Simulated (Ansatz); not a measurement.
Ideal-gas functions of H$_{4}$NOSi (`[NH][SiH2]O`) radical at 400 K and 1 bar, from an Ansatz frequency run at PBE0-D4/def2-TZVP.

Molar mass 62.12 g/mol, point group C1 (symmetry number 1), electronic degeneracy 2, moments of inertia 21.761, 68.222, 83.281 u Å². Harmonic wavenumbers (cm⁻¹, unscaled): 176, 282, 337, 505, 712, 735, 768, 833, 915, 928, 973, 2179, 2233, 3497, 3920.

Use S(trans) = R[1.5 ln M + 2.5 ln T − 1.1517]; rotational temperatures θ = 24.2544 K / I; S(rot) = R[ln(√π/σ · √(T³/θAθBθC)) + 1.5]; for each mode x = 1.438777 ν̃/T, S = R[x/(eˣ − 1) − ln(1 − e⁻ˣ)] and H = RT x/(eˣ − 1); 1 cm⁻¹ = 0.0119627 kJ/mol; R = 8.31446 J/(mol·K).

By hand: the entropy, in J/(mol·K).

Translation 166.5. Rotation: θ = 1.1146, 0.3555, 0.2912 K, giving 100.9. Vibration, mode by mode: 12.25, 8.54, 7.21, 4.41, 2.45, 2.30, 2.09, 1.74, 1.37, 1.32, 1.16, 0.03, 0.02, 0.00, 0.00, in all 44.9. Electronic 5.8. Sum 318.1 J/(mol·K).

By hand: H − E and G − E in kJ/mol, counted from the electronic energy.

Zero-point energy ½ × 18993 × 0.0119627 = 113.6; thermal vibration 10.9; translation, rotation and pV give 4 RT = 13.3. H − E = 137.8 kJ/mol, and G − E = 137.8 − 400 × 318.1/1000 = 10.6 kJ/mol.

Vibration gives 14 % of the entropy. The sum counts one conformer and one mirror image; others add a mixing term.
